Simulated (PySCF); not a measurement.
# The bond of BP−, level by level

An exercise on one series of results from a longer session: the logs are not shown, and one member is left open.

Computed with PySCF 2.14.0. Level: B aug-cc-pVDZ-DK, P aug-cc-pVDZ-DK, spin-free X2C with a Gaussian nucleus.

2 further runs of the same task are left out: 2 set aside as unsound or not needed.

Set-up of the first run:

A driver script around PySCF takes these settings:

```json
{
  "atoms": "B, P",
  "charge": "-1",
  "basis": "B aug-cc-pVDZ-DK, P aug-cc-pVDZ-DK",
  "Hamiltonian": "spin-free X2C with a Gaussian nucleus",
  "basis functions": "50",
  "electrons treated": "21",
  "masses in u": "11.0093, 30.9738",
  "levels": "PBE0, PBE, r²SCAN, PBEsol, B3LYP, BLYP, HSE06, MP2, SCS-MP2, CCSD, CCSD(T)",
  "grid": "80 radial by 434 angular points",
  "occupations": "held fixed by the projection of orbital angular momentum",
  "dissociation limit": "B + P−, each in its ground configuration",
  "starting distance in angstrom": "1.980",
  "values of 2S to try": "1, 3"
}
```

Among the steps run: The job; The PBE0 curve of the state that the search chose; Excited determinants; PBE (GGA); r²SCAN; PBEsol (GGA); B3LYP (global hybrid GGA); BLYP; HSE06; Adding correlation.

One of the session's tables, all rows but one given; the rest of the session is left out.

Energy (eV) from each level's lowest point:

| R (Å) | ROHF-MP2 | ROHF-SCS-MP2 | ROHF-CCSD | ROHF-CCSD(T) | PBE |
| --- | --- | --- | --- | --- | --- |
| 1.474 | 1.597 | 1.588 | n/a | n/a | 1.462 |
| 1.543 | 0.770 | 0.764 | 0.737 | 0.807 | 0.685 |
| 1.611 | 0.282 | 0.279 | 0.260 | 0.306 | 0.237 |
| 1.663 | 0.085 | 0.084 | 0.073 | 0.099 | 0.065 |
| 1.714 | 0.000 | 0.000 | 0.000 | 0.005 | 0.000 |
| 1.765 | 0.002 | 0.004 | 0.016 | 0.000 | 0.020 |
| 1.834 | ? | ? | ? | ? | ? |
| 1.920 | 0.357 | 0.361 | 0.415 | 0.334 | 0.411 |
| 2.022 | 0.773 | 0.772 | 0.841 | 0.722 | 0.825 |
| 2.160 | 1.470 | 1.447 | n/a | n/a | 1.443 |

Q: Estimate the row for R (Å) = 1.834 from the others.

Worked estimate for «ROHF-MP2». A straight line through the neighbours (1.765, 0.002) and (1.920, 0.357) gives 0.002 + (0.357 − 0.002) × (1.834 − 1.765) / (1.920 − 1.765) = 0.160; a parabola fitted to 4 rows on both sides gives 0.116.

**Answer.** ROHF-MP2: 0.107; ROHF-SCS-MP2: 0.111; ROHF-CCSD: 0.141; ROHF-CCSD(T): 0.097; PBE: 0.145. In «ROHF-MP2» the line misses by +0.053 and the parabola by +0.009.

State 2 has its PBE0 minimum 0.81 eV higher. The other levels ran on the lowest alone.
